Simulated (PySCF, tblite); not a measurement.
# C3H5N3: geometry, infrared bands, NMR shifts and spin-spin couplings

Aim: predict the infrared bands, NMR shifts and spin-spin couplings of C3H5N3 (`Cn1nccn1`).

Computed with tblite 0.8.0 and PySCF 2.14.0, with density-fitted response routines of our own, on a single molecule in the gas phase. Atoms are numbered from 0 throughout.

### Step 1. Starting geometry

11 atoms, charge 0, multiplicity 1; geometry from: force field or distance geometry start.

Bonds of the start (Å): C0–N1 1.43, N1–N2 1.34, N2–C3 1.34, C3–C4 1.37, C4–N5 1.37, N5–N1 1.34, C0–H6 1.11, C0–H7 1.10, C0–H8 1.13, C3–H9 1.11, C4–H10 1.08.

### Step 2. Optimising the geometry with GFN2-xTB

The job: settings as JSON, then the geometry in Å.

```
{"job": {"kind": "relax", "xc": "GFN2-xTB", "basis": "xTB"}, "charge": 0, "multiplicity": 1}
C     -1.856700    -0.076800    -0.012700
N     -0.423100    -0.029900    -0.010400
N      0.392200    -1.077500     0.184800
C      1.659800    -0.648900     0.119300
C      1.628200     0.702300    -0.090700
N      0.314800     1.074400    -0.178200
H     -2.254500     0.438500     0.885200
H     -2.287600    -1.083800    -0.082800
H     -2.179100     0.566100    -0.878500
H      2.567400    -1.266800     0.244400
H      2.444100     1.405000    -0.206300
```

Run with:

```
$ OMP_NUM_THREADS=1 python probes_run.py task.json out
```

The driver reads the jobs from task.json and runs them one after another.

**Question.** This job is followed by: GFN2-xTB harmonic vibrations, gas phase; GIAO PBE0/pcSseg-1 NMR shielding, non-relativistic, gas phase; B3LYP/pcJ-1 indirect spin-spin coupling, non-relativistic, gas phase. What will the session give for the following? strongest single infrared mode (GFN2-xTB); zero-point energy (GFN2-xTB); 13C shifts against TMS (PBE0/pcSseg-1, means over atoms taken as alike); 1H shifts against TMS (PBE0/pcSseg-1, means over atoms taken as alike); 15N shifts against NH3 (PBE0/pcSseg-1, means over atoms taken as alike); surface potential, 1st and 99th percentile; largest coupling of the table (B3LYP/pcJ-1).

As calculated:

| quantity | value |
| --- | --- |
| strongest single infrared mode (GFN2-xTB) | 1353 cm⁻¹, 45 km/mol |
| zero-point energy (GFN2-xTB) | 53.1 kcal/mol |
| 13C shifts against TMS (PBE0/pcSseg-1, means over atoms taken as alike) | 138.4, 41.6 ppm |
| 1H shifts against TMS (PBE0/pcSseg-1, means over atoms taken as alike) | 7.62, 4.28 ppm |
| 15N shifts against NH3 (PBE0/pcSseg-1, means over atoms taken as alike) | 364.9, 270.4 ppm |
| surface potential, 1st and 99th percentile | -1.50 V and 1.04 V |
| largest coupling of the table (B3LYP/pcJ-1) | 1J(C,H) C3–H9, 199.4 Hz |

**Reading.** Over 22 steps the energy fell by 0.360 eV; of the close pairs, C4–N5 changed most, 1.368 to 1.325 Å. The lowest mode is imaginary (25i cm⁻¹), so the xTB geometry is not a minimum. The strongest single mode, at 1353 cm⁻¹, is spread over many atoms; the largest shares are those of N1, C3. Unscaled tight-binding wavenumbers are off by several per cent, some by more. Its intensities can rank the bands wrongly. At PBE0/pcSseg-1: The largest span, 502 ppm, is at N2, N5, where the paramagnetic term is -421 ppm. NICS(1)zz of -35 ppm above the planar ring from N1 marks a diatropic (aromatic) ring current. Of the pairs tabulated at B3LYP/pcJ-1, C3–H9 (mean over like pairs) couples most strongly (199.4 Hz; Fermi contact 198.5 Hz).
